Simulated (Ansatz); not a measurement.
Input (CCSDT(Q)/cc-pVDZ; Ansatz, a quantum-chemistry and plane-wave program):

Ansatz 0.2 input:
```yaml
crystal:
  periodic: [false, false, false]
  atoms:
    - {symbol: C, position_ang: [0.00000000, 0.00000000, 0.00000000]}
    - {symbol: F, position_ang: [0.76292155, 0.76566412, 0.76815773]}
    - {symbol: F, position_ang: [-0.78426309, -0.74930884, 0.76277441]}
    - {symbol: F, position_ang: [-0.74667016, 0.76533291, -0.78428715]}
    - {symbol: F, position_ang: [0.76801170, -0.78168819, -0.74664498]}
basis:
  gaussian:
    orbitals: cc-pVDZ
magnetization: {spin_polarized: false}
correlation: {method: ccsdt_q, electrons: outside_noble_gas}
```

Output:

```
Functional definition: HF
integrals: 0.06 GiB planned
1248 factors; integrals over basis functions are off by at most 8.6e-8 eV
mean field: 0.27 GiB planned
mean field evaluation 1: about -11850.2549 eV, gradient 4.8e1 eV
mean field evaluation 2: about -11850.7147 eV, gradient 5.0e1 eV
mean field evaluation 4: about -11854.9500 eV, gradient 2.7e0 eV
mean field evaluation 8: about -11855.0093 eV, gradient 1.1e-1 eV
mean field evaluation 16: about -11853.0790 eV, gradient 2.9e1 eV
mean field -11855.00939378 eV, -435.6635596074 hartree, gradient 5.5e-6 eV, S^2 0.000000; 0 other end points of the search recorded, 0 dependent functions left out
5 core orbitals not correlated
reference -11855.00939378 eV, -435.6635596074 hartree; 16, 16 occupied and 49, 49 virtual orbitals, 1248 factors
second order -23.70625634 eV of doubles, -0.00000000 eV of singles
coupled cluster: 2.64 GiB planned
cycle   1  -23.42002816 eV  change    2.9e-1 eV  update   1.1e-1
cycle   2  -24.10870128 eV  change   -6.9e-1 eV  update   5.1e-2
cycle   3  -24.46734939 eV  change   -3.6e-1 eV  update   1.7e-2
cycle   4  -24.43473595 eV  change    3.3e-2 eV  update   5.0e-3
cycle   5  -24.41534382 eV  change    1.9e-2 eV  update   2.3e-3
cycle   6  -24.41672575 eV  change   -1.4e-3 eV  update   7.2e-4
cycle   7  -24.41764011 eV  change   -9.1e-4 eV  update   2.5e-4
cycle   8  -24.41757520 eV  change    6.5e-5 eV  update   9.9e-5
cycle   9  -24.41743652 eV  change    1.4e-4 eV  update   2.7e-5
cycle  10  -24.41744047 eV  change   -3.9e-6 eV  update   9.0e-6
cycle  11  -24.41741228 eV  change    2.8e-5 eV  update   2.9e-6
cycle  12  -24.41741275 eV  change   -4.7e-7 eV  update   9.2e-7
perturbative correction -0.05073805 eV, -0.0018645890 hartree
Total energy: -11879.47754458 eV, -436.5627475641 hartree
```
